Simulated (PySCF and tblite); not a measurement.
Values are calculated unless marked as measured or tabulated.
# Conformer ensemble of C₅H₁₂, numbered as in [CH3:1][CH2:2][CH2:3][CH2:4][CH3:5]

Geometries GFN2-xTB; weights from PBE0-D3(BJ)/def2-TZVP (IEF-PCM, chloroform) energies and GFN2-xTB thermal corrections, with symmetry numbers and mirror pairs. Conformers within 2.5 kcal/mol (GFN2-xTB free energy) were kept, 6 at most. GIAO shieldings: CAM-B3LYP/pcSseg-1 (IEF-PCM, chloroform). Shifts are against TMS (¹H), TMS (¹³C) at the same level. Programs: PySCF with density fitting and tblite.

Torsions listed: C1–C2–C3–C4, C2–C3–C4–C5. Of a mirror pair one member is shown.

```json
{"conformer": "1", "shape": "-175°, -67°", "symmetry": "C1 (pair)", "E(GFN2) kcal/mol": "0.57", "E(DFT) kcal/mol": "0.60", "G(298.15 K) kcal/mol": "0.00", "weight %": "48.2", "dipole D": "0.08"}
{"conformer": "2", "shape": "180°, 180°", "symmetry": "C2v", "E(GFN2) kcal/mol": "0.00", "E(DFT) kcal/mol": "0.00", "G(298.15 K) kcal/mol": "0.08", "weight %": "42.2", "dipole D": "0.10"}
{"conformer": "3", "shape": "63°, 63°", "symmetry": "C2 (pair)", "E(GFN2) kcal/mol": "1.17", "E(DFT) kcal/mol": "0.97", "G(298.15 K) kcal/mol": "1.00", "weight %": "8.8", "dipole D": "0.07"}
{"conformer": "4", "shape": "-66°, 98°", "symmetry": "C1 (pair)", "E(GFN2) kcal/mol": "2.43", "E(DFT) kcal/mol": "2.86", "G(298.15 K) kcal/mol": "2.49", "weight %": "0.7", "dipole D": "0.16"}
```

Weights (%) against temperature:

| T (K) | 1 | 2 | 3 | 4 | S(mix) cal/mol/K |
| --- | --- | --- | --- | --- | --- |
| 250 | 44.8 | 47.7 | 7.1 | 0.3 | 2.55 |
| 298.15 | 48.2 | 42.2 | 8.8 | 0.7 | 2.71 |
| 350 | 50.3 | 38.0 | 10.3 | 1.4 | 2.85 |

Averaged shifts at 298.15 K. ¹H: 1.36 (H2/H4, 4H), 1.25 (H3, 2H), 1.04 (H1/H5, 6H) ppm. ¹³C: 39.6 (C3), 27.6 (C2/C4), 16.7 (C1/C5) ppm.

Coordinates of conformer 1 (Å):

```xyz
17

C    -2.355   -0.540    0.096
C    -0.864   -0.608   -0.213
C    -0.180    0.737    0.024
C     1.293    0.752   -0.385
C     2.170   -0.136    0.490
H    -2.844    0.194   -0.542
H    -2.516   -0.251    1.133
H    -2.827   -1.506   -0.069
H    -0.723   -0.905   -1.255
H    -0.405   -1.372    0.417
H    -0.264    1.002    1.080
H    -0.710    1.502   -0.550
H     1.380    0.433   -1.426
H     1.660    1.779   -0.323
H     1.901   -1.183    0.378
H     2.063    0.138    1.538
H     3.216   -0.023    0.212
```

Coordinates of conformer 2 (Å):

```xyz
17

C    -2.546    0.063    0.083
C    -1.202   -0.201    0.750
C    -0.032    0.099   -0.183
C     1.317   -0.164    0.483
C     2.483    0.140   -0.450
H    -2.624    1.105   -0.218
H    -3.363   -0.158    0.766
H    -2.662   -0.558   -0.802
H    -1.153   -1.246    1.065
H    -1.115    0.417    1.647
H    -0.081    1.144   -0.497
H    -0.118   -0.519   -1.080
H     1.401    0.453    1.381
H     1.366   -1.210    0.796
H     2.428   -0.478   -1.344
H     3.431   -0.057    0.045
H     2.465    1.183   -0.755
```

Shifts are unscaled: against experiment ¹³C can be off by 15 ppm or more and ¹H by 0.8 ppm.

Search and properties took 100 s on 1 thread of Arm Neoverse V2, on a host shared with other jobs (rough), launched as `OMP_NUM_THREADS=1 python ens_run.py task.json out`.
